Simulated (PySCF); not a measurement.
Ionisation energies (eV) were calculated with PySCF 2.14 by UHF, LDA, MP2 (valence), in another order, as differences of total energies without spin-orbit coupling. The measured values are between term centres (NIST).

```tsv
species	measured	A	B	C
B (dyall-acv3z, spin-free X2C)	8.297	8.645	8.265	8.040
C (dyall-acv3z, spin-free X2C)	11.262	11.690	11.250	10.797
C⁺ (dyall-acv3z, spin-free X2C)	24.378	24.773	24.381	24.168
O (dyall-acv3z, spin-free X2C)	13.608	13.993	13.328	12.010
F⁺ (dyall-acv3z, spin-free X2C)	34.950	35.269	34.634	33.377
Al (dyall-acv3z, spin-free X2C)	5.977	6.026	5.828	5.600
Al⁺ (dyall-acv3z, spin-free X2C)	18.829	18.925	18.335	17.551
Cl⁺ (dyall-acv3z, spin-free X2C)	23.771	23.967	23.385	22.578
```

**Question.** Which column is which method?

**Answer.** A is LDA (mean error 0.28 eV); B is MP2 (valence) (mean error -0.21 eV); C is UHF (mean error -0.87 eV). LDA overbinds the outer electron and comes out highest. Valence MP2 in a finite basis recovers only part of the missing correlation, so it stays below experiment on average. Hartree-Fock lacks the correlation of the electron removed and comes out lowest.
